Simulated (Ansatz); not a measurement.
The same path of CH₈Si₂ (11 atoms, charge 0, multiplicity 1) was run twice with different band settings. Lost on the way: Si1–C2, Si1–H6. Made: C2–H6.

Method: RKS revPBE/6-31G* (Ansatz 0.2.0).

Relaxed end points:

```xyz
11
Properties=species:S:1:pos:R:3
Si 0.548 0.086 -0.019
C 0.702 -0.085 1.877
H -0.276 -0.313 2.335
H 1.399 -0.902 2.134
H 1.083 0.846 2.329
H 1.904 0.355 -0.620
Si -0.922 1.819 -0.668
H -2.312 1.578 -0.143
H -0.459 3.150 -0.139
H -1.007 1.923 -2.167
H 0.059 -1.209 -0.613
```

```xyz
11
Properties=species:S:1:pos:R:3
Si -0.327 -0.551 -0.848
C 1.515 0.047 1.750
H 0.445 -0.234 1.774
H 2.100 -0.755 2.227
H 1.639 0.993 2.300
H 1.881 0.186 0.717
Si -1.094 1.734 -0.894
H -2.344 1.668 -1.751
H -1.503 2.344 0.423
H -0.159 2.699 -1.575
H -1.434 -0.882 0.182
```

Common settings: spring 5.0 eV/Å²; optimiser quadratic models (default); start path through a guess of the saddle point; force threshold 0.05 eV/Å; iteration limit 60; end points relaxed.

| run | movable images | climbing image |
| --- | --- | --- |
| 1 | 5 | yes |
| 2 | 6 | no |

(1) What does each run give, and how far can it be trusted?

## Answers

(1) Run 1: converged after 19 iterations, highest image 2.712 eV above the first end. Neighbouring images differ by up to 1.3 eV, so the band resolves the path poorly. A vibrational analysis at the climbing image gives one clearly imaginary mode, 1105i cm⁻¹: a first-order saddle point.
Run 2: converged after 35 iterations, highest image 2.006 eV above the first end. The highest image is an end point: on this band no image between the ends rises above it. Between wells the path still climbs a hump at image 1, 0.03 eV above the well before it.
The orbitals stay closed-shell, which can raise the energy where a bond breaks towards radicals; this wasn't checked here.
